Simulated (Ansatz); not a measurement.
This script drives Ansatz 0.2.0, Python API.

`methods_c3h5clo.py`:
```python
'''One geometry of C3H5ClO, method by method.'''

from pathlib import Path

import ansatz as az
import numpy as np

GEOMETRY = '''
C     0.59970   -1.54520    0.58540
O    -0.32510   -0.38280    0.69440
C    -0.12160    0.57260   -0.27590
C    -0.82610    1.62600   -0.42420
Cl   -0.63480    2.81860   -1.61940
H     0.28870   -2.20580    1.35150
H     0.45480   -1.98330   -0.39680
H     1.63220   -1.18100    0.71480
H     0.79930    0.43990   -0.82600
H    -1.78410    1.78990    0.19910
'''

system = az.Crystal.molecule()
for line in GEOMETRY.strip().splitlines():
    symbol, *xyz = line.split()
    system = system.atom(symbol, [float(v) for v in xyz])

setup = system.calculation().basis(gaussian='def2-SVP')

print('functional    E (Ha)        dipole (D)   HOMO (eV)  LUMO (eV)')
for name in ['r2scan0', 'r2scan', 'lda', 'blyp', 'hf']:
    summary = setup.functional(name).forces().orbitals().run(threads=1, runs_dir='runs').report
    lines = Path(summary['orbitals_path']).read_text().splitlines()
    field_of = lambda key: [line.split('=')[1].strip() for line in lines if line.startswith(key)]
    orbitals = [(27.211386 * float(e), s, float(n)) for e, s, n in zip(field_of('Ene='), field_of('Spin='), field_of('Occup='))]
    homo = max(e for e, _, n in orbitals if n > 0.5)
    lumo = min(e for e, _, n in orbitals if n < 0.5)
    dipole = 4.803205 * np.linalg.norm(summary['charge_distribution']['dipole_moment_e_ang'])
    print(f'{name:10s} {summary["free_energy_ev"] / 27.211386246:14.6f} {dipole:9.3f} {homo:11.3f} {lumo:10.3f}')
```

It is started by `python methods_c3h5clo.py`. How long does it take on 1 thread of Arm Neoverse V2 (shared host), and how much memory does it need?

It took about 16 s, with a peak of 0.28 GiB, for 5 runs of the engine.

Output of `python methods_c3h5clo.py`:
```text
functional    E (Ha)        dipole (D)   HOMO (eV)  LUMO (eV)
r2scan0       -652.232390     2.697      -6.630      0.952
r2scan        -652.260062     2.657      -5.417      0.046
lda           -649.277927     2.460      -5.224     -0.317
blyp          -652.322833     2.405      -4.898      0.073
hf            -650.521752     2.856      -9.345      4.757
```

Reading the output:
- The settings weren't tested for convergence.
- The geometry is a force-field or estimated start, not a minimum of this method, and the basis set is short of its limit. A lower total doesn't mark the better method: functionals have no common bound, and MP2 and coupled cluster aren't variational.
- Levels such as HOMO and LUMO are orbital energies: with these approximate functionals they aren't the ionisation energy and electron affinity, and their gap isn't the fundamental gap.
